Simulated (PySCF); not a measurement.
F2OS.
SMILES with atom numbers: `[O:1]=[S:2]([F:3])[F:4]`

The same species was optimised twice, with GFN2-xTB and with PBE0-D3(BJ)/def2-SVP (PySCF), and the same property calculations (PySCF, gas phase) were run on both structures.

```tsv
coordinate	GFN2-xTB	PBE0-D3(BJ)/def2-SVP	change
S2–F3 (Å)	1.670	1.616	-0.054
S2–F4 (Å)	1.669	1.616	-0.053
O1=S2 (Å)	1.410	1.437	+0.027
F3–S2–F4 (°)	91.9	92.6	+0.7
O1–S2–F4 (°)	107.0	106.8	-0.2
O1–S2–F3 (°)	107.0	106.8	-0.2
```

Rotational constants: A = 7925, B = 7879, C = 4602 MHz (GFN2-xTB) against A = 8311, B = 8048, C = 4779 MHz (PBE0-D3(BJ)/def2-SVP). Point groups within 0.08 Å: Cs and Cs.

On the GFN2-xTB structure: HOMO (eV) -10.02 [PBE0/pcSseg-1]; LUMO (eV) -1.84 [PBE0/pcSseg-1]; dipole (D) 1.98 [PBE0/pcSseg-1]; GIAO shielding of O1 (ppm) -29.6 [PBE0/pcSseg-1]; GIAO shielding of S2 (ppm) -82.7 [PBE0/pcSseg-1]; GIAO shielding of F3/F4 (mean) (ppm) 50.8 [PBE0/pcSseg-1].

Question: What do these properties become on the PBE0-D3(BJ)/def2-SVP structure?

Answer: 
| property | level | on GFN2-xTB | on PBE0-D3(BJ)/def2-SVP | change |
| --- | --- | --- | --- | --- |
| HOMO (eV) | PBE0/pcSseg-1 | -10.02 | -9.77 | +0.25 |
| LUMO (eV) | PBE0/pcSseg-1 | -1.84 | -1.45 | +0.39 |
| dipole (D) | PBE0/pcSseg-1 | 1.98 | 1.88 | -0.10 |
| energy, GFN2-xTB geometry as zero (kcal/mol) | PBE0/pcSseg-1 | 0.0 | -1.2 | -1.2 |
| GIAO shielding of O1 (ppm) | PBE0/pcSseg-1 | -29.6 | -20.8 | +8.8 |
| GIAO shielding of S2 (ppm) | PBE0/pcSseg-1 | -82.7 | -71.6 | +11.1 |
| GIAO shielding of F3/F4 (mean) (ppm) | PBE0/pcSseg-1 | 50.8 | 92.9 | +42.1 |

The heavy atoms differ by 0.030 Å rms after alignment. Among all bonds S2–F3 and S2–F4 change most and about equally (-0.054 to -0.053 Å). Changes are differences of the printed values. Neither structure is proved a minimum here.
